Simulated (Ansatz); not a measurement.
A made-up structure of CH₅BN, doublet:

B1  (-1.135, -0.116, -0.589)
C2  (0.015, 0.301, 0.113)
N3  (0.500, -0.753, 0.571)
H4  (-1.722, 0.623, -0.893)
H5  (0.642, 0.879, -0.738)
H6  (-0.118, 1.102, 0.970)
H7  (1.399, -0.434, 0.675)
H8  (0.420, -1.602, -0.108)
(Å)

It is relaxed with PBE-D4/def2-SVP and then PBE0-D4/def2-TZVP (Ansatz 0.2.0). Atoms count as bonded within 1.22 times the sum of their covalent radii (H–H: 0.88 Å). The end point is not checked to be a true minimum.

(1) Does its bonding change? (A judgement: the text doesn't fix the answer.)

## Answers

(1) Computed: Yes. Formed: B1–H5; broken: C2–H5.

Where it ends: The first stage lowers the energy by 5.37 eV in 24 steps. It ends as CH₅BN ([BH2][CH][NH2]):
```xyz
8
angstrom
B -0.8377 0.5171 -0.8225
C -0.0871 0.2312 0.4435
N 0.9034 -0.6753 0.5361
H -1.7083 1.3367 -0.8354
H -0.5501 -0.0899 -1.8211
H -0.2900 0.7384 1.3838
H 1.3965 -0.8549 1.3921
H 1.1734 -1.2033 -0.2765
```

Labels in which every atom is bracketed show which atoms are joined, not bond orders.

For scale, one of the runs: PBE0-D4/def2-TZVP relaxation, 123 basis functions, launched by `ansatz run in.yaml --threads 2 --pin off --events-out ev --progress --plain --max-ram 4352MiB`. Hardware: 2 CPU threads of an Arm Neoverse N1, shared host. Wall time about 26 s.
